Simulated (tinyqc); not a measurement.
Worked calculation: Pariser-Parr-Pople SCF with singles CI, for the molecule C1=CC=C1 (SMILES; centres numbered as the heavy atoms are written). One step of it, computed by the program tinyqc.

Question. Iteration 2: orbitals and new P. Diagonalise F (the basis is taken as orthonormal) and form P = 2 sum c c over the lowest orbitals; 0.5 of the old P is kept.

F (eV):
```
           1C         2C         3C         4C
1C  -3.425840  -5.174622  -1.442089  -3.601641
2C  -5.174622  -6.494160  -3.601641   1.442089
3C  -1.442089  -3.601641  -3.425840  -5.174622
4C  -3.601641   1.442089  -5.174622  -6.494160
```

pi electrons, sum of z_r less the charge = 4

P after iteration 1:
```
          1C         2C        3C         4C
1C  0.538506   0.696793  0.457005   0.303187
2C  0.696793   1.461494  0.303187  -0.457005
3C  0.457005   0.303187  0.538506   0.696793
4C  0.303187  -0.457005  0.696793   1.461494
```

Give: orbital energies; P after iteration 2.

Answer.

orbital energies (eV): -13.7367  -8.3264  -1.5936  3.8167

P after iteration 2:
```
        1C       2C      3C       4C
1C  0.5456   0.7152  0.4469   0.2848
2C  0.7152   1.4544  0.2848  -0.4469
3C  0.4469   0.2848  0.5456   0.7152
4C  0.2848  -0.4469  0.7152   1.4544
```
